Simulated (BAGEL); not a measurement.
# Si3H7 (SMILES [SiH3][SiH][SiH3]): levels of theory compared

We compute a comparison of 3 runs (UHF/STO-3G, UHF/3-21G, UHF/cc-pVDZ) of Si3H7. 

The calculation is run with BAGEL 1.2.2.

**1. Starting point**

Si3H7 has 10 atoms, charge 0, and is taken as a doublet. As SMILES, `[SiH3][SiH][SiH3]`. The Si3–H8 distance was set to 1.933 Å, away from the relaxed value.

Bond lengths: Si1–Si2 2.324 Å, Si2–Si3 2.324 Å, Si1–H4 1.487 Å, Si1–H5 1.487 Å, Si1–H6 1.490 Å, Si2–H7 1.491 Å, Si3–H9 1.490 Å, Si3–H10 1.487 Å. Some angles: Si1–Si2–Si3 117.3°, Si1–Si2–H7 113.2°, Si3–Si2–H7 113.2°, Si2–Si1–H4 108.6°, Si2–Si1–H5 110.1°, Si2–Si1–H6 112.2°, Si2–Si3–H9 112.2°, Si2–Si3–H10 110.1°, H4–Si1–H5 109.1°, H4–Si1–H6 108.5°. A long bond or contact: Si3–H8 1.933 Å.

**2. A single-point energy at UHF/STO-3G (density fitting with qzvpp-jkfit) (run 1)**

input.json

```json
{ "bagel": [

{
  "title": "molecule",
  "basis": "sto-3g",
  "df_basis": "qzvpp-jkfit",
  "angstrom": true,
  "geometry": [
    { "atom": "Si", "xyz": [      -0.973336,       1.108770,      -1.306764 ] },
    { "atom": "Si", "xyz": [       1.072964,       0.122270,      -0.817164 ] },
    { "atom": "Si", "xyz": [       1.353964,      -0.749430,       1.318536 ] },
    { "atom": "H", "xyz": [      -2.058336,       0.188670,      -0.874664 ] },
    { "atom": "H", "xyz": [      -1.090136,       1.343670,      -2.770564 ] },
    { "atom": "H", "xyz": [      -1.151936,       2.411770,      -0.606464 ] },
    { "atom": "H", "xyz": [       2.239364,       0.926070,      -1.282164 ] },
    { "atom": "H", "xyz": [      -0.178100,      -1.849500,       1.741300 ] },
    { "atom": "H", "xyz": [       1.468564,       0.317970,       2.351736 ] },
    { "atom": "H", "xyz": [       2.582064,      -1.586430,       1.371236 ] }
  ]
},

{
  "title": "uhf",
  "nopen": 1
},

{
  "title": "print",
  "file": "orbitals.molden",
  "orbitals": true
}

]}
```

Launch:

```console
$ BAGEL_NUM_THREADS=1 BAGEL input.json > input.out
```

Standard output:

```text
* using 1 threads per process

  ===============================================================
  ===============================================================

  *** Geometry ***

  { "atom" : "Si", "xyz" : [     -1.839338,      2.095272,     -2.469426 ] },
  { "atom" : "Si", "xyz" : [      2.027608,      0.231057,     -1.544216 ] },
  { "atom" : "Si", "xyz" : [      2.558621,     -1.416217,      2.491672 ] },
  { "atom" : "H", "xyz" : [     -3.889691,      0.356535,     -1.652875 ] },
  { "atom" : "H", "xyz" : [     -2.060058,      2.539168,     -5.235607 ] },
  { "atom" : "H", "xyz" : [     -2.176844,      4.557585,     -1.146051 ] },
  { "atom" : "H", "xyz" : [      4.231785,      1.750019,     -2.422939 ] },
  { "atom" : "H", "xyz" : [     -0.336560,     -3.495048,      3.290580 ] },
  { "atom" : "H", "xyz" : [      2.775184,      0.600876,      4.444137 ] },
  { "atom" : "H", "xyz" : [      4.879394,     -2.997918,      2.591260 ] },

  Number of auxiliary basis functions:      510

  Since a DF basis is specified, we compute 2- and 3-index integrals:
    o Being stored without compression. Storage requirement is 0.005 GB

  Number of basis functions:       34
  Number of electrons      :       49

    * METHOD: MOLECULE                             0.16

  *** Open-shell HF ***

  === Nuclear Repulsion ===
   180.1568570339

      * DIIS with orbital gradients will be used.

  === UHF iteration (sto-3g) ===
      0       -860.72577330          0.01464489           0.05
      1       -860.76465147          0.00364627           0.05
      2       -860.76784649          0.00118153           0.05
      3       -860.76846110          0.00036020           0.05
      4       -860.76861471          0.00009998           0.05
      5       -860.76867285          0.00002753           0.05
[... 14 lines of this table left out ...]
     20       -860.76869891          0.00000001           0.05
     21       -860.76869891          0.00000000           0.05
    * SCF iteration converged.

    * S^2 (UHF) is 0.7588

    * Permanent dipole moment:
           (   -0.197064,    -0.017177,     0.197827) a.u.

    * METHOD: UHF                                  1.09

    * METHOD: PRINT                                0.00

  ===============================================================
```

It took 1.4 s on 1 thread of Arm Neoverse V2, shared host; peak memory 0.082 GiB.

**3. A single-point energy at UHF/3-21G (density fitting with qzvpp-jkfit) (run 2)**

hf.json

```json
{ "bagel": [

{
  "title": "molecule",
  "basis": "3-21g",
  "df_basis": "qzvpp-jkfit",
  "angstrom": true,
  "geometry": [
    { "atom": "Si", "xyz": [   -0.973336,    1.108770,   -1.306764 ] },
    { "atom": "Si", "xyz": [    1.072964,    0.122270,   -0.817164 ] },
    { "atom": "Si", "xyz": [    1.353964,   -0.749430,    1.318536 ] },
    { "atom": "H", "xyz": [   -2.058336,    0.188670,   -0.874664 ] },
    { "atom": "H", "xyz": [   -1.090136,    1.343670,   -2.770564 ] },
    { "atom": "H", "xyz": [   -1.151936,    2.411770,   -0.606464 ] },
    { "atom": "H", "xyz": [    2.239364,    0.926070,   -1.282164 ] },
    { "atom": "H", "xyz": [   -0.178100,   -1.849500,    1.741300 ] },
    { "atom": "H", "xyz": [    1.468564,    0.317970,    2.351736 ] },
    { "atom": "H", "xyz": [    2.582064,   -1.586430,    1.371236 ] }
  ]
},
{
  "title": "uhf",
  "nopen": 1
},
{
  "title": "print",
  "file": "orbitals.molden",
  "orbitals": true
}

]}
```

Launch:

```console
$ BAGEL_NUM_THREADS=1 BAGEL hf.json > hf.out
```

Standard output:

```text
* using 1 threads per process

  ===============================================================
  ===============================================================

  *** Geometry ***

  { "atom" : "Si", "xyz" : [     -1.839338,      2.095272,     -2.469426 ] },
  { "atom" : "Si", "xyz" : [      2.027608,      0.231057,     -1.544216 ] },
  { "atom" : "Si", "xyz" : [      2.558621,     -1.416217,      2.491672 ] },
  { "atom" : "H", "xyz" : [     -3.889691,      0.356535,     -1.652875 ] },
  { "atom" : "H", "xyz" : [     -2.060058,      2.539168,     -5.235607 ] },
  { "atom" : "H", "xyz" : [     -2.176844,      4.557585,     -1.146051 ] },
  { "atom" : "H", "xyz" : [      4.231785,      1.750019,     -2.422939 ] },
  { "atom" : "H", "xyz" : [     -0.336560,     -3.495048,      3.290580 ] },
  { "atom" : "H", "xyz" : [      2.775184,      0.600876,      4.444137 ] },
  { "atom" : "H", "xyz" : [      4.879394,     -2.997918,      2.591260 ] },

  Number of auxiliary basis functions:      510

  Since a DF basis is specified, we compute 2- and 3-index integrals:
    o Being stored without compression. Storage requirement is 0.011 GB

  Number of basis functions:       53
  Number of electrons      :       49

    * METHOD: MOLECULE                             0.17

  *** Open-shell HF ***

  === Nuclear Repulsion ===
   180.1568570339

      * DIIS with orbital gradients will be used.

  === UHF iteration (3-21g) ===
      0       -866.11716552          0.01496466           0.09
      1       -866.15680318          0.00442052           0.08
      2       -866.16033487          0.00128827           0.08
      3       -866.16096208          0.00041989           0.08
      4       -866.16109160          0.00014530           0.08
      5       -866.16114335          0.00002701           0.08
      6       -866.16115210          0.00000915           0.08
      7       -866.16115446          0.00000545           0.08
      8       -866.16115540          0.00000341           0.08
      9       -866.16115576          0.00000100           0.08
     10       -866.16115578          0.00000037           0.09
     11       -866.16115580          0.00000024           0.08
     12       -866.16115581          0.00000019           0.08
     13       -866.16115583          0.00000014           0.08
     14       -866.16115584          0.00000010           0.08
     15       -866.16115584          0.00000007           0.08
     16       -866.16115584          0.00000002           0.08
     17       -866.16115584          0.00000001           0.08
    * SCF iteration converged.

    * S^2 (UHF) is 0.7609

    * Permanent dipole moment:
           (   -0.163465,    -0.164440,     0.119940) a.u.

    * METHOD: UHF                                  1.54

    * METHOD: PRINT                                0.01

  ===============================================================
```

Wall time 1.9 s (1 thread of Arm Neoverse V2, shared host); peak memory 0.089 GiB.

**4. A single-point energy at UHF/cc-pVDZ (density fitting with qzvpp-jkfit) (run 3)**

Changes to input.json since step 2:

```diff
@@ -4,5 +4,5 @@
   "title": "molecule",
-  "basis": "sto-3g",
+  "basis": "cc-pvdz.json",
   "df_basis": "qzvpp-jkfit",
-  "angstrom": true,
+  "angstrom": "true",
   "geometry": [
@@ -21,12 +21,5 @@
 
-{
-  "title": "uhf",
-  "nopen": 1
-},
+{ "title": "uhf", "nopen": 1 },
 
-{
-  "title": "print",
-  "file": "orbitals.molden",
-  "orbitals": true
-}
+{ "title": "print", "file": "orbitals.molden", "orbitals": "true" }
```

The basis set cc-pVDZ is read from a file made from the Basis Set Exchange's data (not shown).

Launch:

```console
$ BAGEL_NUM_THREADS=1 BAGEL input.json > input.out
```

Standard output:

```text
* using 1 threads per process

  ===============================================================
  ===============================================================

  *** Geometry ***

  { "atom" : "Si", "xyz" : [     -1.839338,      2.095272,     -2.469426 ] },
  { "atom" : "Si", "xyz" : [      2.027608,      0.231057,     -1.544216 ] },
  { "atom" : "Si", "xyz" : [      2.558621,     -1.416217,      2.491672 ] },
  { "atom" : "H", "xyz" : [     -3.889691,      0.356535,     -1.652875 ] },
  { "atom" : "H", "xyz" : [     -2.060058,      2.539168,     -5.235607 ] },
  { "atom" : "H", "xyz" : [     -2.176844,      4.557585,     -1.146051 ] },
  { "atom" : "H", "xyz" : [      4.231785,      1.750019,     -2.422939 ] },
  { "atom" : "H", "xyz" : [     -0.336560,     -3.495048,      3.290580 ] },
  { "atom" : "H", "xyz" : [      2.775184,      0.600876,      4.444137 ] },
  { "atom" : "H", "xyz" : [      4.879394,     -2.997918,      2.591260 ] },

  Number of auxiliary basis functions:      510

  Since a DF basis is specified, we compute 2- and 3-index integrals:
    o Being stored without compression. Storage requirement is 0.032 GB

  Number of basis functions:       89
  Number of electrons      :       49

    * METHOD: MOLECULE                             0.23

  *** Open-shell HF ***

  === Nuclear Repulsion ===
   180.1568570339

      * DIIS with orbital gradients will be used.

  === UHF iteration (cc-pvdz.json) ===
      0       -870.69276610          0.01569375           0.16
      1       -870.77578981          0.00549507           0.15
      2       -870.78509120          0.00193463           0.16
      3       -870.78664596          0.00061434           0.16
      4       -870.78683977          0.00017176           0.15
      5       -870.78688585          0.00004385           0.15
      6       -870.78689164          0.00001666           0.15
      7       -870.78689309          0.00000613           0.15
      8       -870.78689341          0.00000260           0.15
      9       -870.78689355          0.00000085           0.16
     10       -870.78689361          0.00000032           0.16
     11       -870.78689365          0.00000019           0.16
     12       -870.78689368          0.00000014           0.16
     13       -870.78689371          0.00000009           0.15
     14       -870.78689373          0.00000004           0.15
     15       -870.78689373          0.00000002           0.15
     16       -870.78689373          0.00000001           0.15
     17       -870.78689373          0.00000001           0.15
    * SCF iteration converged.

    * S^2 (UHF) is 0.7609

    * Permanent dipole moment:
           (   -0.227531,    -0.199283,     0.150665) a.u.

    * METHOD: UHF                                  2.95

    * METHOD: PRINT                                0.01

  ===============================================================
```

It took 3.6 s on 1 thread of Arm Neoverse V2, shared host; peak memory 0.13 GiB.

**5. Overview of the runs**

```csv
run,level,energy (Eh),dipole moment (D),⟨S²⟩,wall time
1,UHF/STO-3G (density fitting with qzvpp-jkfit),-860.768699,0.71,0.759,1.4 s
2,UHF/3-21G (density fitting with qzvpp-jkfit),-866.161156,0.66,0.761,1.9 s
3,UHF/cc-pVDZ (density fitting with qzvpp-jkfit),-870.786894,0.86,0.761,3.6 s
```

**6. Outcome**

| quantity | value |
| --- | --- |
| run 3: total energy | -870.78689 Eh |
| run 3: dipole moment | 0.86 D |
| run 3: ⟨S²⟩ | 0.761 |

**Reading.** The dipole moment (its size) runs from 0.66 D (UHF/3-21G) to 0.86 D (UHF/cc-pVDZ). In run 1 the basis is minimal, so the values are rough. All runs together took 6.9 s, the longest 3.6 s.
